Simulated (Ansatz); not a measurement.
We consider tetradymite Bi2Te3, described by B3LYP (VWN-RPA form) (Ansatz, a program for electronic structure, plane waves, PAW).

Settings: plane-wave cutoff 460 eV, 6×6×6 k mesh, Fermi–Dirac smearing 0.01 eV, scalar-relativistic PAW data made under PBE.

Cell (measured lattice):

```yaml
crystal:
  lattice:
    - [0.00000, -2.53226, -10.16567]
    - [-2.19300, 1.26613, -10.16567]
    - [2.19300, 1.26613, -10.16567]
  atoms:
    - { symbol: Bi, position: [0.40000, 0.40000, 0.40000] }
    - { symbol: Bi, position: [0.60000, 0.60000, 0.60000] }
    - { symbol: Te, position: [0.00000, 0.00000, 0.00000] }
    - { symbol: Te, position: [0.20950, 0.20950, 0.20950] }
    - { symbol: Te, position: [0.79050, 0.79050, 0.79050] }
```

Question: Estimate the band gap that the calculation returns.

Answer: 
* **band gap**: 0.98 eV (on the SCF k mesh)

Note: cell and atoms aren't relaxed at this level (largest force component 0.31 eV/Å, pressure 3.7 GPa).

Spin–orbit coupling is not included; with these elements it can move the gap by several tenths of an eV or more.

Static lattice: no zero-point or thermal effects.
